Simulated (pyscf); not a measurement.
[S–Ti(Cl)(Cl)–Cl]• + H₂ -> HS–Ti(Cl)(Cl)–Cl + H•, a hydrogen abstraction (doublet surface; H–H broken, H–S formed). PySCF, gas phase, ωB97X-D3(BJ)/def2-SVP geometries. Energies in kJ/mol from the separated reactants.

Small-basis levels: PySCF, no dispersion term, spherical d functions. Open shells are spin-unrestricted. 

**Question.** In single points MP2/6-31G*+LANL2DZ puts the saddle at 72.5 kJ/mol and the reaction energy at +43.5 kJ/mol. Should these be trusted to within a few kcal/mol? Compare with ωB97M-D3(BJ)/def2-TZVP.

**Answer.** ωB97M-D3(BJ)/def2-TZVP gives ΔE‡ = 73.7 kJ/mol and ΔE = +61.3 kJ/mol. MP2/6-31G*+LANL2DZ lies 1.2 kJ/mol under it in the barrier and 17.8 kJ/mol under it in the reaction energy, so on this step it does not hold to within 12.6 kJ/mol. ωB97M-D3(BJ)/def2-TZVP has limits of its own. One saddle was located; it need not be the lowest between these sides. The angle at the transferred H is 179°. Open-shell species with a d-block atom are single-reference here; other states, and whether the spin sits on metal or ligand, were not checked.
